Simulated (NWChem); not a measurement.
# S2F2 (Thio-thionyl fluoride): levels of theory compared

Aim: a comparison of 6 runs (HF/def2-SVP, B3LYP/def2-SVPD, M06-2X/3-21G, PBE0/def2-SVP, B3LYP/6-31G*, CCSD(T)/6-31G*) of S2F2 (Thio-thionyl fluoride). 

The calculation is run with NWChem 7.3.0.

2 further runs of the same task are left out: 2 set aside as unsound or not needed. Runs told in other sessions of the task aren't counted.

## 1. Starting point

S2F2 has 4 atoms, charge 0, and is taken as a singlet. As SMILES, `FS(F)=S`. The coordinates come from a PBE0-D4/def2-TZVP relaxation.

Bond lengths: F1–S2 1.606 Å, S2–F3 1.606 Å, S2–S4 1.859 Å. Angles: F1–S2–F3 92.0°, F1–S2–S4 107.9°, F3–S2–S4 107.9°.

## 2. Energy and forces at HF/def2-SVP (run 1)

Input file m1.nw:

```
START m1
TITLE "Thio-thionyl fluoride"
memory total 2200 mb
charge 0

GEOMETRY noautosym nocenter noautoz
  F      0.734930     0.336790     1.199050
  S     -0.480890    -0.090070     0.240730
  F      0.313460    -1.382440    -0.286190
  S     -0.567510     1.135710    -1.153590
END

BASIS spherical bse
  F library def2-SVP
  S library def2-SVP
END

SCF
  nopen 0
  rhf
  thresh 1e-08
  maxiter 80
END

TASK scf gradient
```

Command:

```sh
$ nwchem m1.nw > m1.out
```

Standard output:

```text
[...]
  functions       =    64
[...]
  wavefunction    = RHF
[...]
         Total SCF energy =   -993.424773893735
      One-electron energy =  -1854.771093482485
      Two-electron energy =    620.675260445688
 Nuclear repulsion energy =    240.671059143062
        Time for solution =      3.1s
[...]
                         RHF ENERGY GRADIENTS
    atom               coordinates                        gradient
                 x          y          z           x          y          z
   1 F       1.388816   0.636441   2.265876    0.009662   0.004780   0.008470
   2 S      -0.908750  -0.170208   0.454914   -0.015800   0.010079  -0.007174
   3 F       0.592354  -2.612433  -0.540821    0.005740  -0.011242  -0.005369
   4 S      -1.072438   2.146181  -2.179969    0.000398  -0.003617   0.004073
[...]
```

Run time: 4.5 s. Hardware: 1 thread of AMD EPYC 9B14 (Zen 4), shared host; peak memory 0.1 GiB.

## 3. Energy and gradient at B3LYP/def2-SVPD (run 2)

Input file mol.xyz:

```xyz
4
Thio-thionyl fluoride
F      0.734930     0.336790     1.199050
S     -0.480890    -0.090070     0.240730
F      0.313460    -1.382440    -0.286190
S     -0.567510     1.135710    -1.153590
```

Input file run.py:

```python
from ase.io import read
from ase.calculators.nwchem import NWChem

system = read('mol.xyz')

calc = NWChem(
    label='mol',
    theory='dft',
    memory='2200 mb',
    basis='def2-SVPD',
    basispar='spherical bse',
    dft={'xc': 'b3lyp', 'mult': '1', 'grid': 'fine', 'convergence': 'energy 1e-08', 'iterations': '100', 'mulliken': None, 'print': 'low'},
)
system.calc = calc

forces = system.get_forces()
print("Total energy (eV):", round(system.get_potential_energy(), 6))
print("forces (eV/A):")
for s, f in zip(system.symbols, forces):
    print(f"{s:2s} {f[0]:10.5f} {f[1]:10.5f} {f[2]:10.5f}")
```

Command:

```sh
$ export ASE_NWCHEM_COMMAND="nwchem PREFIX.nwi > PREFIX.nwo"
$ python run.py
```

Standard output:

```text
Total energy (eV): -27093.472319
forces (eV/A):
F     1.31676    0.47843    1.03780
S    -2.12193    0.05955    0.53273
F     0.85577   -1.40094   -0.58595
S    -0.05060    0.86297   -0.98453
```

The calculator wrote mol.nwi:

```
title "mol"

permanent_dir mol

scratch_dir mol

start mol

geometry units angstrom nocenter noautosym noautoz
  F  7.3492999999999997e-01 3.3678999999999998e-01 1.1990499999999999e+00
  S  -4.8088999999999998e-01 -9.0069999999999997e-02 2.4073000000000000e-01
  F  3.1346000000000002e-01 -1.3824399999999999e+00 -2.8619000000000000e-01
  S  -5.6750999999999996e-01 1.1357100000000000e+00 -1.1535899999999999e+00
end

memory 2200 mb

basis spherical bse noprint
   * library def2-SVPD
end

dft
  xc b3lyp
  mult 1
  grid fine
  convergence energy 1e-08
  iterations 100
  mulliken
  print low
end

task dft gradient
```

mol.nwo:

```text
Northwest Computational Chemistry Package (NWChem) 7.3.0
             --------------------------------------------------------

           Job information
           ---------------

    nwchem branch   = 7.3.0
    use scalapack   = T
    input           = mol.nwi
    prefix          = mol.
    data base       = mol/mol.db
    status          = startup
    nproc           =        1

           Memory information
           ------------------

[... 5 lines left out ...]
    hardfail = no
[... 36 lines left out ...]
            Nuclear Dipole moment (a.u.)
[... 77 lines left out ...]
         Total DFT energy =     -995.666751208365
[... 1 line left out ...]
           Coulomb energy =      691.125621051413
[... 1 line left out ...]
 Nuclear repulsion energy =      240.671059143061
[... 27 lines left out ...]
                         DFT ENERGY GRADIENTS

    atom               coordinates                        gradient
                 x          y          z           x          y          z
   1 F       1.388816   0.636441   2.265876   -0.025607  -0.009304  -0.020182
   2 S      -0.908750  -0.170208   0.454914    0.041265  -0.001158  -0.010360
   3 F       0.592354  -2.612433  -0.540821   -0.016642   0.027244   0.011395
   4 S      -1.072438   2.146181  -2.179969    0.000984  -0.016782   0.019146

 Task  times  cpu:       15.2s     wall:       15.2s
 Total times  cpu:       15.3s     wall:       15.3s
```

It took 17 s on 1 thread of AMD EPYC 9B14 (Zen 4), shared host; peak memory 0.12 GiB.

Runs 3 to 5 aren't shown in full; the table further down has their settings and results.

## 4. A single-point energy at CCSD(T)/6-31G(d) (spherical functions) (run 6)

Input file run.nw:

```
start run
title "F2S2 ccsd(t)"
memory stack 880 mb heap 220 mb global 1100 mb
charge 0
geometry units angstrom noautosym nocenter noautoz
  F      0.734930     0.336790     1.199050
  S     -0.480890    -0.090070     0.240730
  F      0.313460    -1.382440    -0.286190
  S     -0.567510     1.135710    -1.153590
end
basis spherical bse
  F library 6-31G*
  S library 6-31G*
end
scf
  thresh 1e-08
  maxiter 80
end
ccsd
  freeze core 12
  maxiter 60
end
task ccsd(t) energy
```

Command:

```sh
$ nwchem run.nw > run.out
```

Standard output:

```text
[...]
  functions       =    64
[...]
  wavefunction    = RHF
[...]
         Total SCF energy =   -993.807263266393
      One-electron energy =  -1855.419836358943
      Two-electron energy =    620.941513949488
 Nuclear repulsion energy =    240.671059143062
        Time for solution =      8.9s
[...]
 Total MP2 energy:           -994.411372205874954
[...]
             energy      energy      error      ampl     ampl      Block
                                                time     time      time
[...]
 Total CCSD energy:           -994.428321641992852
[...]
 Total CCSD+T(CCSD) energy:           -994.450871264693546
[...]
 Total CCSD(T) energy:                -994.448407113981602
[...]
```

Wall time 45 s (1 thread of AMD EPYC 9B14 (Zen 4), shared host); peak memory 0.15 GiB.

## 5. The series

```csv
run,level,iteration cap,module,energy (Eh),HOMO energy (eV),LUMO energy (eV),HOMO–LUMO gap (eV),wall time
1,HF/def2-SVP,80,scf,-993.424774,-10.83,1.74,12.57,4.5 s
2,B3LYP/def2-SVPD,100,dft,-995.666751,–,–,–,17 s
3,M06-2X/3-21G,100,dft,-990.747471,–,–,–,6.6 s
4,PBE0/def2-SVP,100,dft,-995.135490,-8.02,-1.99,6.03,9.6 s
5,B3LYP/6-31G* (Cartesian functions),100,dft,-995.999741,-7.69,-2.17,5.52,14 s
6,CCSD(T)/6-31G* (spherical functions),80,ccsd(t),-994.448407,-10.72,1.62,12.35,45 s
```

## 6. Summary of results

| quantity | value |
| --- | --- |
| run 6: total energy | -994.44841 Eh |
| run 6: HOMO energy (Hartree–Fock orbitals) | -10.72 eV |
| run 6: LUMO energy (Hartree–Fock orbitals) | 1.62 eV |
| run 6: HOMO–LUMO gap (Hartree–Fock orbitals) | 12.35 eV |
| run 6: correlation energy (12 core orbitals frozen) | -641.1 mEh |
| run 6: (T) correction | -20.09 mEh |

What this shows: Over runs 1, 4, 5 the dipole moment (its size) runs from 1.20 D (PBE0/def2-SVP) to 1.66 D (HF/def2-SVP). Over runs 1, 4, 5 the HOMO–LUMO gap runs from 5.52 eV (B3LYP/6-31G*) to 12.57 eV (HF/def2-SVP). The two ends differ in method and basis. Totals of different functionals can't be ranked against each other. All runs together took 96 s, the longest 45 s.
